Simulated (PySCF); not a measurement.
## Atomic charges against the basis set

2,2,2-trifluoroethylamine, C2H4F3N.
Geometry (PBE0-D3(BJ)/def2-SVP, Å), atoms numbered from 1 in this order:
```xyz
10
C2H4F3N angstrom
N     -1.356   -0.056   -0.334
C     -0.098    0.559   -0.006
C      0.914   -0.488    0.398
F      1.067   -1.402   -0.572
F      2.108    0.076    0.611
F      0.569   -1.135    1.507
H     -2.082    0.643   -0.456
H     -1.285   -0.579   -1.204
H      0.384    1.158   -0.806
H     -0.221    1.224    0.862
```

PBE0 throughout (PySCF), one geometry, spherical d and f functions. Isolated species at its PBE0-D3(BJ)/def2-SVP geometry (one conformer only). Atoms taken as equivalent share a column and are averaged.

Mulliken charges (e):

| basis | functions | N1 | C2 | C3 | F4/F5/F6 | H7/H8 | H9/H10 |
| --- | --- | --- | --- | --- | --- | --- | --- |
| pcSseg-0 | 62 | -0.785 | -0.332 | +0.970 | -0.331 | +0.313 | +0.257 |
| cc-pVDZ | 104 | -0.214 | -0.048 | +0.474 | -0.173 | +0.098 | +0.055 |
| aug-cc-pVDZ | 174 | -0.242 | +0.520 | +1.522 | -0.475 | -0.019 | -0.170 |
| cc-pVTZ | 236 | -0.311 | -0.159 | +0.494 | -0.163 | +0.140 | +0.092 |
| IGLO-III | 250 | -0.526 | -0.146 | +0.520 | -0.198 | +0.237 | +0.136 |

IAO charges (e):

| basis | functions | N1 | C2 | C3 | F4/F5/F6 | H7/H8 | H9/H10 |
| --- | --- | --- | --- | --- | --- | --- | --- |
| pcSseg-0 | 62 | -0.542 | -0.222 | +0.746 | -0.262 | +0.247 | +0.154 |
| cc-pVDZ | 104 | -0.562 | -0.194 | +0.809 | -0.281 | +0.252 | +0.142 |
| aug-cc-pVDZ | 174 | -0.594 | -0.196 | +0.819 | -0.287 | +0.265 | +0.151 |
| cc-pVTZ | 236 | -0.588 | -0.199 | +0.827 | -0.288 | +0.263 | +0.149 |
| IGLO-III | 250 | -0.596 | -0.198 | +0.823 | -0.288 | +0.266 | +0.152 |

Some averages cover members that differ in this geometry, most widely: H9/H10, Mulliken in aug-cc-pVDZ -0.212 to -0.127; H7/H8, Mulliken in aug-cc-pVDZ -0.042 to +0.004; H9/H10, IAO in pcSseg-0 +0.133 to +0.175; H9/H10, IAO in cc-pVDZ +0.123 to +0.161 e.

Q: Which scheme is steadiest as the basis changes?

A: Largest range over the bases for any column: IAO 0.08 e, Mulliken 1.05 e. IAO charges move least and Mulliken charges most, counted in e.

Q: How much do the charges still move between the two largest bases, cc-pVTZ and IGLO-III?

A: At most, over all atoms: Mulliken 0.216 e, IAO 0.008 e.

Q: What do the same runs give for the total energy, the frontier levels and the dipole moment?

A: 
| basis | energy (Eh) | HOMO (eV) | LUMO (eV) | μ (D) |
| --- | --- | --- | --- | --- |
| pcSseg-0 | -431.4542 | -7.13 | 1.64 | 3.47 |
| cc-pVDZ | -432.4951 | -7.22 | 1.63 | 2.90 |
| aug-cc-pVDZ | -432.5357 | -7.63 | -0.31 | 3.04 |
| cc-pVTZ | -432.6394 | -7.50 | 0.95 | 2.96 |
| IGLO-III | -432.6687 | -7.63 | 0.41 | 3.06 |

The dipole is fixed by the density alone, so its range of 0.57 D shows that the density itself changes with the basis, not only its division among atoms.
